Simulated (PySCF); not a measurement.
Geometry:
```json
{"atom": "C1", "x (Å)": "-2.417", "y (Å)": "0.377", "z (Å)": "0.061"}
{"atom": "O2", "x (Å)": "-1.346", "y (Å)": "-0.328", "z (Å)": "-0.495"}
{"atom": "C3", "x (Å)": "-0.094", "y (Å)": "-0.058", "z (Å)": "-0.071"}
{"atom": "C4", "x (Å)": "0.931", "y (Å)": "-0.802", "z (Å)": "-0.673"}
{"atom": "C5", "x (Å)": "2.253", "y (Å)": "-0.595", "z (Å)": "-0.302"}
{"atom": "C6", "x (Å)": "2.577", "y (Å)": "0.353", "z (Å)": "0.673"}
{"atom": "C7", "x (Å)": "1.558", "y (Å)": "1.089", "z (Å)": "1.268"}
{"atom": "C8", "x (Å)": "0.223", "y (Å)": "0.893", "z (Å)": "0.906"}
{"atom": "H9", "x (Å)": "-3.328", "y (Å)": "0.003", "z (Å)": "-0.422"}
{"atom": "H10", "x (Å)": "-2.499", "y (Å)": "0.211", "z (Å)": "1.150"}
{"atom": "H11", "x (Å)": "-2.336", "y (Å)": "1.463", "z (Å)": "-0.124"}
{"atom": "H12", "x (Å)": "0.657", "y (Å)": "-1.537", "z (Å)": "-1.431"}
{"atom": "H13", "x (Å)": "3.042", "y (Å)": "-1.182", "z (Å)": "-0.779"}
{"atom": "H14", "x (Å)": "3.617", "y (Å)": "0.514", "z (Å)": "0.963"}
{"atom": "H15", "x (Å)": "1.795", "y (Å)": "1.834", "z (Å)": "2.031"}
{"atom": "H16", "x (Å)": "-0.556", "y (Å)": "1.484", "z (Å)": "1.388"}
```

Geometry: PBE0-D3(BJ)/def2-SVP; GIAO shifts from PySCF 2.14, gas phase, non-relativistic, averaged over equivalent atoms.

At PBE0/pcSseg-0 (88 basis functions, 8 s wall time on 1 thread of an Arm Neoverse V2, shared host):
```csv
atoms,δ (ppm)
C3,170.2
C5/C7,139.6
C6,129.6
C4/C8,124.0
C1,56.9
O2,100.3
H13/H15,7.25
H14,6.85
H12/H16,6.69
H9/H10/H11,4.03
```

Shifts are taken against calculated references (same method and geometry level): $^{13}$C (σ = 193.52 ppm), $^{1}$H (σ = 32.83 ppm) vs TMS; $^{17}$O (σ = 337.86 ppm) vs H2O.

Question: Estimate the result of repeating the calculation with PBE0/aug-cc-pVDZ.

Answer: 
| atoms | δ at PBE0/aug-cc-pVDZ | change |
| --- | --- | --- |
| C3 | 157.2 | -13.0 |
| C5/C7 | 128.3 | -11.3 |
| C6 | 118.4 | -11.2 |
| C4/C8 | 111.4 | -12.6 |
| C1 | 51.3 | -5.6 |
| O2 | 90.4 | -9.9 |
| H13/H15 | 7.54 | +0.29 |
| H14 | 7.14 | +0.29 |
| H12/H16 | 7.03 | +0.34 |
| H9/H10/H11 | 3.79 | -0.24 |

References, each an isolated molecule treated in the same way: TMS for $^{13}$C (σref 195.12), $^{1}$H (σref 31.39); $^{17}$O (σref 335.91) vs H2O.

The largest change is at C3 (aromatic carbon bearing oxygen). Cost: 256 basis functions, 41 s wall time on 1 thread of an Arm Neoverse V2, shared host. The order of the carbon signals is the same at both levels.

The carbons averaged at δ 124.0 differ by 12 ppm in this conformer. Experimental scales use liquid or dissolved standards, which lie at an offset from isolated H2O (liquid H2O: subtract about 36 ppm).
